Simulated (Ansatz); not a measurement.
This geometry of CH$_{7}$AlO (10 atoms, charge 0, multiplicity 1) is a first-order saddle point.

The calculation used RKS PBE-D4/def2-SVPD (Ansatz).

```xyz
10
Properties=species:S:1:pos:R:3
Al 0.010 -0.194 -0.050
H -0.164 -0.214 1.728
H 1.377 0.519 -0.448
C -1.715 0.039 -0.958
H -2.554 -0.449 -0.420
H -1.984 1.108 -1.083
H -1.683 -0.398 -1.979
O 0.315 -2.019 0.520
H -0.391 -2.675 0.381
H 0.025 -1.242 1.448
```

Task: Which two structures does it join? (They come from a converged band through this point; their orientation in space is the band's.)

Result: Bonds broken: Al1–H2, O8–H10. Bonds formed: H2–H10. CH7AlO becomes CH5AlO + H2.

First end point:

```xyz
10
Properties=species:S:1:pos:R:3
Al -0.023 0.110 0.172
H -0.157 0.480 1.741
H 1.364 0.447 -0.563
C -1.680 -0.003 -0.919
H -2.536 -0.450 -0.369
H -2.018 1.005 -1.242
H -1.538 -0.588 -1.855
O 0.186 -1.941 0.538
H -0.534 -2.464 0.140
H 0.172 -2.121 1.497
```

Last end point:

```xyz
10
Properties=species:S:1:pos:R:3
Al 0.104 -0.626 -0.372
H -0.427 0.230 1.872
H 1.416 0.273 -0.428
C -1.681 -0.015 -0.916
H -2.499 -0.594 -0.441
H -1.841 1.056 -0.671
H -1.818 -0.107 -2.015
O 0.419 -2.293 0.046
H -0.278 -2.966 0.067
H -0.158 -0.482 1.996
```

Task: How far does it lie above each of them?

Result: 0.42 eV above the first and 0.79 eV above the second. This is the barrier of this one path; another mechanism may lie lower. The orbitals stay closed-shell, which can raise the energy where a bond breaks towards radicals; this wasn't checked here.

Run time: 54 s on 4 threads of Arm Neoverse V1, with other jobs on the host, peak memory 0.15 GiB.
